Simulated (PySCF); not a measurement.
## Computed spin Hamiltonian

C₅H₈O (charge -1 and doublet state).
Cartesian coordinates in Å at the GFN2-xTB level; atoms count from 1:
```xyz
14
C5H8O angstrom
O      1.7590   -0.9235   -0.5156
C      1.7589    0.3537    0.0810
C      0.3379    0.9346    0.1093
C     -0.6176   -0.1066    0.6332
C     -2.0367   -0.0845    0.7294
C     -1.4188   -1.0337   -0.2531
H      0.8517   -1.2472   -0.3230
H      2.1419    0.2711    1.1142
H      2.4578    0.9836   -0.4903
H      0.3336    1.8320    0.7430
H      0.0837    1.2585   -0.9236
H     -2.7236    0.7215    0.4365
H     -1.4949   -0.8466   -1.3446
H     -1.4335   -2.1134   -0.0484
```

The hyperfine couplings belong to this conformer and change with its torsions.

Identity: `OCC[C-]1[CH]C1` [radical] (charge -1).

Computed, not measured: UKS B3LYP, pcH-1 on C H O, non-relativistic, mean-field spin-orbit, GIAO in PySCF 2.14.0. GFN2-xTB frequencies show an imaginary mode (60i cm⁻¹), so this geometry is no minimum at that level. Whether the extra electron is bound in the gas phase wasn't checked; a finite basis holds it in any case. The geometry wasn't refined by DFT: couplings that depend on bond lengths, twists or pyramidal angles can differ widely from those at the functional's own minimum, by a factor of two or more for some ions and for spin on atoms past the first row. No stability test was run, so a lower SCF solution isn't excluded.

```json
{
  "g1, g2, g3": "2.00222, 2.00240, 2.00331",
  "g_iso": "2.00264",
  "Form of g": "rhombic: the two nearest values differ by 17 % of g3 − g1",
  "⟨S²⟩": "0.7551 (exact 0.7500)",
  "α and β electrons": "24, 23",
  "HOMO–LUMO gap, α and β orbitals": "3.80, 4.47 eV",
  "Total energy": "-270.45473 Eh"
}
```

Isotropic coupling and dipolar principal values T1 to T3, in MHz; ρ(0) is the spin density at the nucleus:

```csv
atom,isotope,a_iso,T1,T2,T3,Mulliken spin population,ρ(0) (bohr⁻³)
O1,17O,2.1,-0.5,-0.1,0.6,0.00,-0.0035
C2,13C,7.6,-1.0,-0.3,1.4,0.00,0.0068
C3,13C,64.7,-4.8,-2.7,7.5,-0.01,0.0575
C4,13C,244.4,-30.5,-28.2,58.7,0.38,0.2174
C5,13C,315.0,-36.7,-34.7,71.4,0.55,0.2802
C6,13C,-9.9,-6.6,-3.8,10.4,0.02,-0.0088
H7,1H,-0.4,-4.6,-3.1,7.7,-0.01,-0.0001
H8,1H,-1.0,-2.8,-1.7,4.4,0.01,-0.0002
H9,1H,-1.4,-1.5,-0.6,2.1,0.00,-0.0003
H10,1H,3.7,-4.0,-3.1,7.1,-0.01,0.0008
H11,1H,42.5,-3.8,-2.8,6.6,0.06,0.0095
H12,1H,57.4,-16.6,-2.2,18.8,0.03,0.0128
H13,1H,-11.9,-6.0,-1.3,7.3,-0.02,-0.0027
H14,1H,-9.4,-4.2,-2.9,7.1,0.00,-0.0021
```

Largest spin populations (Mulliken): C5 (+0.55) and C4 (+0.38). The angles at C5 add up to 313.6°, so it is pyramidal.

C5, the radical centre as drawn in `OCC[C-]1[CH]C1`, holds a spin population of +0.55 out of 1.

Axes: g2 points within 10° of the C4–C5 bond.

Under fast tumbling the dipolar parts average out, and these isotropic splittings remain: 1 × 1H (H12, I = 1/2, 2 lines) with 2.05 mT, 2 × 1H (H10/H11, I = 1/2, 3 lines) with 0.83 mT, 2 × 1H (H13/H14, I = 1/2, 3 lines) with 0.38 mT and 2 × 1H (H8/H9, I = 1/2, 3 lines) with 0.04 mT.

Nuclei that the bonding pattern makes equivalent are averaged, as if the motion that swaps them (rotation, inversion, ring flip) were fast. The 1H value of +23.1 MHz is a mean of couplings from 3.7 to 42.5 MHz in this one geometry, not an average over conformers.

The 13C coupling of C5 (315.0 MHz) shows only in satellite lines or after enrichment, since that isotope makes up about 1.07 % of natural carbon.

The spin density at the nucleus, in bohr⁻³, is negative for C6 (-0.0088), O1 (-0.0035) and H13/H14 (-0.0024), for instance. A restricted open-shell determinant has no negative spin density anywhere; here it arises because α and β orbitals differ (spin polarisation).

Time: 32 s of wall time (grids of density and orbitals included); peak memory 0.83 GiB. Hardware: Arm Neoverse V2, one thread, no GPU (shared host).
